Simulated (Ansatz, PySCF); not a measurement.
System: SO, charge 0, triplet. SO (SMILES O=S, triplet).
B3LYP-D3(BJ)/def2-TZVP minimum from Ansatz (a first-principles code):
```
O
S 1 1.4899
```
Charge 0, spin multiplicity 3.

Total energies in hartree (Ansatz). Open shells are spin-unrestricted; no spin-orbit coupling. Cores are frozen in correlated methods. No relativity. The UHF reference of OS (O=S, triplet) is spin-contaminated (<S^2> up to 0.06 over the pure value in the sets run).

| species | HF/cc-pV(T+d)Z | CCSD(T)/cc-pV(T+d)Z | HF/cc-pV(Q+d)Z | CCSD(T)/cc-pV(Q+d)Z | CCSDT(Q)/cc-pV(Q+d)Z |
|---|---|---|---|---|---|
| 1: SO (SMILES O=S, triplet) | -472.40709 | -472.81480 | -472.41782 | -472.85546 | -472.85780 |
| 2: O (triplet) | -74.81176 | -74.97396 | -74.81729 | -74.99357 | -74.99396 |
| 3: S (triplet) | -397.50938 | -397.65444 | -397.51264 | -397.66785 | -397.66887 |

### Question
Work out the enthalpy of formation at 298 K (by atomisation, with ideal-gas terms from PySCF's Hessian at B3LYP-D3(BJ)/def2-TZVP and the atoms' measured values of the G2/97 table; no spin-orbit terms) in kcal/mol: take Hartree-Fock from cc-pV(Q+d)Z, extrapolate the CCSD(T) correlation energy as X^-3 (X = 3, 4), and add CCSDT(Q) - CCSD(T) in cc-pV(Q+d)Z. The further terms named in the bracket sum to +0.20127 hartree. 1 hartree = 627.51 kcal/mol.

### Answer

Species 1: correlation (64·(-0.43764) - 27·(-0.40771))/37 = -0.45948; step -0.00234; E1 = -472.41782 + (-0.45948) + (-0.00234) = -472.87964
Species 2: correlation (64·(-0.17628) - 27·(-0.16220))/37 = -0.18655; step -0.00039; E2 = -74.81729 + (-0.18655) + (-0.00039) = -75.00423
Species 3: correlation (64·(-0.15521) - 27·(-0.14506))/37 = -0.16262; step -0.00102; E3 = -397.51264 + (-0.16262) + (-0.00102) = -397.67628
+1·E1 -1·E2 -1·E3 +0.20127 = 0.00214 hartree = 1.3 kcal/mol. Measured: 1.2 kcal/mol, 5.0 kJ/mol (G2/97 table in ASE (Curtiss et al.)); atomic spin-orbit terms, which the calculations lack, would raise the computed values. The composite differs from it by +0.1 kcal/mol; core, relativistic and spin-orbit terms are not in it.
